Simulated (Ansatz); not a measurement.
# C2H2FNO: the cost of one run

Computed with Ansatz 0.2.0, Gaussian basis. Level: the settings change from run to run.

## 1. The geometry

An earlier PBE0-D4 in a triple-zeta def2 set relaxation fixed the geometry.

SMILES `FC1=NCO1`, 7 atoms, charge 0, spin multiplicity 1.

Atoms are counted from 1 here; the program's logs count them from 0.

Bond lengths: F1–C2 1.291 Å, C2–N3 1.270 Å, C2–O5 1.336 Å, N3–C4 1.465 Å, C4–O5 1.481 Å, C4–H6 1.089 Å, C4–H7 1.089 Å. Angles: F1–C2–N3 132.4°, F1–C2–O5 120.4°, N3–C2–O5 107.2°, C2–N3–C4 82.4°, N3–C4–O5 90.8°, N3–C4–H6 114.9°, N3–C4–H7 114.9°, O5–C4–H6 110.1°, O5–C4–H7 110.1°, H6–C4–H7 113.7°, C2–O5–C4 79.6°.

## 2. HSE06/def2-mTZVPP

Set apart from the defaults: a point charge of 0.50 e beside it, high accuracy.

in.yaml

```yaml
crystal:
  periodic: [false, false, false]
  atoms:
    - {symbol: F, position_ang: [-1.048516, -1.965566, 0.441606]}
    - {symbol: C, position_ang: [-0.514672, -0.825603, 0.153584]}
    - {symbol: N, position_ang: [-0.970220, 0.214189, -0.416460]}
    - {symbol: C, position_ang: [0.388609, 0.705660, -0.172684]}
    - {symbol: O, position_ang: [0.759361, -0.577432, 0.468200]}
    - {symbol: H, position_ang: [0.459786, 1.518107, 0.548555]}
    - {symbol: H, position_ang: [0.986951, 0.862646, -1.068600]}
basis:
  gaussian: {orbitals: def2-mTZVPP, point_charges: [{charge: 0.50, position_ang: [3.916, -0.226, -0.134]}]}
hamiltonian: {xc: {name: HSE06}}
accuracy: high
output: {forces: true}
```

Started as:

```sh
$ ansatz run in.yaml --threads 2 --pin off --events-out ev --progress --plain --max-ram 4352MiB
```

**Question.** How long does this run take on 2 threads of Arm Neoverse V1, shared host, and how much memory does it need?

About 8.5 s, with a peak of 0.49 GiB.
